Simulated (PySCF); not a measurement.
Geometries of 2 isomers of BFH5P, from PBE0-D3(BJ)/def2-SVP geometry optimisation, gas phase in PySCF. One conformer each, no zero-point energy, no frequencies.

Question: Which is lower in electronic energy at this level?
A.
```xyz
8
angstrom
F      1.802    0.137   -1.096
B      1.176   -0.061    0.109
P     -0.865    0.057   -0.138
H      1.210   -1.200    0.565
H      1.286    0.836    0.938
H     -1.502    1.255   -0.556
H     -1.575   -0.869   -0.945
H     -1.523   -0.147    1.099
```
B.
```xyz
8
angstrom
B      1.057    0.268   -0.008
P     -0.759   -0.122   -0.050
F     -1.854    0.816   -0.752
H      1.222   -0.789    0.629
H      1.526    0.207   -1.126
H      1.267    1.252    0.670
H     -1.344   -0.288    1.229
H     -1.066   -1.368   -0.649
```

Answer: A. That is `F[BH2-][PH3+]`, 18.1 kcal/mol below the other.

```json
{"SMILES": "F[BH2-][PH3+]", "atoms numbered as above": "[F:1][BH2-:2][PH3+:3]", "E (Eh)": "-468.60467", "relative (kcal/mol)": "0.0", "relative (kJ/mol)": "0.0", "dipole (D)": "4.70"}
{"SMILES": "[BH3-][PH2+]F", "atoms numbered as above": "[BH3-:1][PH2+:2][F:3]", "E (Eh)": "-468.57589", "relative (kcal/mol)": "18.1", "relative (kJ/mol)": "75.6", "dipole (D)": "3.07"}
```

As drawn, the lower has a B–F bond, which the higher lacks.
